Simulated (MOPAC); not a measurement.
Job for MOPAC: PM3 on H2 (SMILES [H][H]).

```
PM3 1SCF PRECISE CHARGE=0 THREADS=1
H2

H      0.00000000 1     0.00000000 1     0.00000000 1
H      0.74187646 1     0.00000000 1     0.00000000 1
```

It printed:

```
*******************************************************************************
 **                                                                           **
 **                              MOPAC v23.2.5                                **
 **                                                                           **
 *******************************************************************************
 ** MOPAC's Digital Object Identifier: https://doi.org/10.5281/zenodo.6511958 **
 **                                                                           **
 ** Please cite the open-source release paper for use of this MOPAC version:  **
 ** J. E. Moussa and J. J. P. Stewart (2026)                                  **
 ** MOPAC: An open-source semiempirical molecular orbital program             **
 ** J. Open Source Softw., 11(119), 8025, https://doi.org/10.21105/joss.08025 **
 *******************************************************************************

                              PM3 CALCULATION RESULTS

 *******************************************************************************
 *  PM3        - The PM3 Hamiltonian to be used
 *
 *
 *
 *                 CHARGE ON SYSTEM = 0
 *
 *
 *
 *  PRECISE    - TIGHTER CRITERIA TO BE USED
 *  1SCF       - DO 1 SCF AND THEN STOP
 *  THREADS=1  - MULTI-THREADING NOT USED
 *  T=         - A TIME OF 172800.0 SECONDS REQUESTED
 *  DUMP=N     - RESTART FILE WRITTEN EVERY 7200.0 SECONDS REQUESTED
 *******************************************************************************
PM3 1SCF PRECISE CHARGE=0 THREADS=1
 H2

   ATOM   CHEMICAL          X               Y               Z
  NUMBER   SYMBOL      (ANGSTROMS)     (ANGSTROMS)     (ANGSTROMS)

     1       H          0.00000000  *   0.00000000  *   0.00000000  *
     2       H          0.74187646  *   0.00000000  *   0.00000000  *



          CARTESIAN COORDINATES

    NO.       ATOM           X           Y           Z

     1         H          0.0000      0.0000      0.0000
     2         H          0.7419      0.0000      0.0000

  H: (PM3): J. J. P. STEWART, J. COMP. CHEM. 10, 209 (1989).

           Empirical Formula: H2  =     2 atoms



      MOLECULAR POINT GROUP   :   D*h


      RHF CALCULATION, NO. OF DOUBLY OCCUPIED LEVELS = 1


 -------------------------------------------------------------------------------
 PM3 1SCF PRECISE CHARGE=0 THREADS=1
 H2



     1SCF WAS SPECIFIED, SO BFGS WAS NOT USED
     SCF FIELD WAS ACHIEVED


                              PM3 CALCULATION
                                                       MOPAC v23.2.5 Linux




          FINAL HEAT OF FORMATION =        -12.64899 KCAL/MOL =     -52.92338 KJ/MOL


          COSMO AREA              =         27.22 SQUARE ANGSTROMS
          COSMO VOLUME            =         13.02 CUBIC ANGSTROMS

          IONIZATION POTENTIAL    =         15.862611 EV
          HOMO LUMO ENERGIES (EV) =        -15.863  4.510
          NO. OF FILLED LEVELS    =          1
          MOLECULAR WEIGHT        =          2.0158         POINT GROUP:  D*h

          MOLECULAR DIMENSIONS (Angstroms)

            Atom       Atom       Distance
            H     2    H     1     0.74188
            H     2    H     1     0.00000
            H     1    H     2     0.00000


          SCF CALCULATIONS        =          1





   ATOM   CHEMICAL          X               Y               Z
  NUMBER   SYMBOL      (ANGSTROMS)     (ANGSTROMS)     (ANGSTROMS)

     1       H          0.00000000  *   0.00000000  *   0.00000000  *
     2       H          0.74187646  *   0.00000000  *   0.00000000  *

                             CARTESIAN COORDINATES

   1    H        0.000000000     0.000000000     0.000000000
   2    H        0.741876460     0.000000000     0.000000000


           Empirical Formula: H2  =     2 atoms



      MOLECULAR POINT GROUP   :   D*h


                  EIGENVALUES
 -15.86261   4.51018


              NET ATOMIC CHARGES AND DIPOLE CONTRIBUTIONS

  ATOM NO.   TYPE          CHARGE      No. of ELECS.   s-Pop
    1          H          -0.000000        1.0000     1.00000
    2          H           0.000000        1.0000     1.00000
 DIPOLE           X         Y         Z       TOTAL
 POINT-CHG.     0.000     0.000     0.000     0.000
 HYBRID         0.000     0.000     0.000     0.000
 SUM            0.000     0.000     0.000     0.000


          ATOMIC ORBITAL ELECTRON POPULATIONS

     Atom    s
    1  H   1.00000
    2  H   1.00000

 **********************
 *                    *
 * JOB ENDED NORMALLY *
 *                    *
 **********************




 == MOPAC DONE ==
```

The run finished.

Cost: around 0.03 core-seconds (rough).
